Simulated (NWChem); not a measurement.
System: C4H6; SMILES C1=CCC1

NWChem input:

```
start job
memory heap 200 mb stack 900 mb global 1100 mb
geometry units angstroms
  C      0.000000     0.670885     0.810692
  C      0.000000    -0.670885     0.810692
  C      0.000000    -0.779132    -0.694689
  C      0.000000     0.779132    -0.694689
  H      0.000000     1.424079     1.603992
  H      0.000000    -1.424079     1.603992
  H      0.893671    -1.244350    -1.143602
  H     -0.893671    -1.244350    -1.143602
  H     -0.893671     1.244350    -1.143602
  H      0.893671     1.244350    -1.143602
end
basis spherical
  * library 3-21g
end
dft
  xc hfexch
  iterations 150
end
driver
  maxiter 120
end
task dft optimize
task dft freq
```

The level has its own optimisation; frequencies are unscaled. Brackets give each atom's bonded neighbours.

**Question.** What results follow from this input? (Hartree-Fock/3-21G.) Quantities: r C–C [C(CCH)–C(CCH)] (Å); r C–C [C(CCH)–C(CCHH)] (Å); r C–H [C(CCH)–H(C)] (Å); r C–C [C(CCHH)–C(CCHH)] (Å); highest harmonic frequency (cm⁻¹); lowest (cm⁻¹); zero-point energy (kcal/mol); dipole (D).

**Answer.** 
```
Quantity                           Result
---------------------------------  ------
r C–C [C(CCH)–C(CCH)] (Å)           1.326
r C–C [C(CCH)–C(CCHH)] (Å)          1.539
r C–H [C(CCH)–H(C)] (Å)             1.068
r C–C [C(CCHH)–C(CCHH)] (Å)         1.594
highest harmonic frequency (cm⁻¹)    3427
lowest (cm⁻¹)                         345
zero-point energy (kcal/mol)         58.4
dipole (D)                           0.08
```
